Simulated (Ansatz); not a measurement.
GeH$_{4}$⁺, doublet along the distance Ge1-H3

Starting geometry (PBE0/def2-TZVP stationary point for this spin, not checked as a minimum):

```xyz
5

Ge    0.0000    0.0000    0.0000
H     0.5613    1.0339    1.0326
H    -0.5699   -1.0297    1.0321
H    -0.5592    1.0308   -1.0368
H     0.5678   -1.0351   -1.0279
```

From there H3 moves along the line of the two atoms named below, all else staying in place; atoms are numbered as listed. Energies are in kcal/mol, counted from the starting geometry at the same level. Kohn–Sham curves are unrestricted where that lies lower.

Basis 6-31G (Cartesian d functions); Ansatz 0.2.0. Only valence electrons are correlated (noble-gas cores and the filled d shells of p-block atoms frozen). No spin–orbit coupling is included, and no scalar relativity.

Full CI is exact within this basis and frozen core; it isn't the basis-set limit.

```json
{"distance Ge1-H3 (Å)": "1.224", "PBE": "33.0"}
{"distance Ge1-H3 (Å)": "1.399", "PBE": "6.2"}
{"distance Ge1-H3 (Å)": "1.565", "PBE": "0.0"}
{"distance Ge1-H3 (Å)": "1.735", "PBE": "2.4"}
{"distance Ge1-H3 (Å)": "1.864", "PBE": "6.7"}
{"distance Ge1-H3 (Å)": "2.142", "PBE": "16.1"}
{"distance Ge1-H3 (Å)": "2.554", "PBE": "23.2"}
{"distance Ge1-H3 (Å)": "2.905", "PBE": "26.4"}
{"distance Ge1-H3 (Å)": "3.372", "PBE": "29.2"}
{"distance Ge1-H3 (Å)": "4.297", "PBE": "31.6"}
{"distance Ge1-H3 (Å)": "5.255", "PBE": "31.7"}
```

**Question.** Estimate the full CI curve in 6-31G from this one, knowing how PBE errs.

**Answer.** The computed full CI values, in kcal/mol from the starting point, and the error of PBE against them:
| distance Ge1-H3 (Å) | full CI | PBE less full CI |
| --- | --- | --- |
| 1.224 | 35.8 | -2.9 |
| 1.399 | 7.2 | -1.0 |
| 1.565 | 0.0 | 0.0 |
| 1.735 | 1.3 | 1.2 |
| 1.864 | 4.1 | 2.6 |
| 2.142 | 9.3 | 6.7 |
| 2.554 | 12.7 | 10.6 |
| 2.905 | 13.9 | 12.5 |
| 3.372 | 14.8 | 14.4 |
| 4.297 | 15.6 | 16.1 |
| 5.255 | 15.8 | 15.9 |

PBE at 5.255 Å lies 15.9 kcal/mol (101 %) above the reference in this basis.

In so small a basis the reference is far from its limit while semilocal and hybrid functionals are nearer theirs, so the functionals' errors here hold much of the reference's basis and frozen-core error, which can add to them or hide them.
